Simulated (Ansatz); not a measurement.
C₂H₇Si (`CC[SiH2]`) radical. The species carries charge 0 and has multiplicity 2.

Z-matrix (Å, degrees):
```
C
C 1 1.529
H 1 1.093 2 111.4
H 1 1.094 2 111.2 3 120.0
H 1 1.093 2 111.4 3 -120.0
Si 2 1.882 1 113.1 3 60.0
H 2 1.095 1 110.5 3 -178.6
H 2 1.095 1 110.5 3 -61.5
H 6 1.492 2 111.4 1 -61.0
H 6 1.492 2 111.4 1 60.9
```

What are the harmonic wavenumbers in cm⁻¹ at PBE0-D4/def2-TZVP (Ansatz, finite differences of forces, unscaled)? (Estimate.)

Ansatz gave: 140, 218, 231, 513, 643, 685, 761, 920, 979, 995, 1037, 1251, 1259, 1402, 1443, 1491, 1493, 2180, 2203, 3040, 3052, 3092, 3108, 3124.

Is this a minimum?

Yes, all 24 modes are real.

Give the ideal-gas thermochemistry at 298.15 K and 1 bar (rigid rotor, harmonic oscillator; point group Cs, symmetry number 1).

Zero-point energy 210.9 kJ/mol; H(298) − E = 227.3 kJ/mol; entropy 301.8 J/(mol·K), of which translation 159.7, rotation 99.6, vibration 36.6, electronic 5.8; G(298) − E = 137.4 kJ/mol.

Rotational constants (cm⁻¹)?

0.8134, 0.1709, 0.1573.
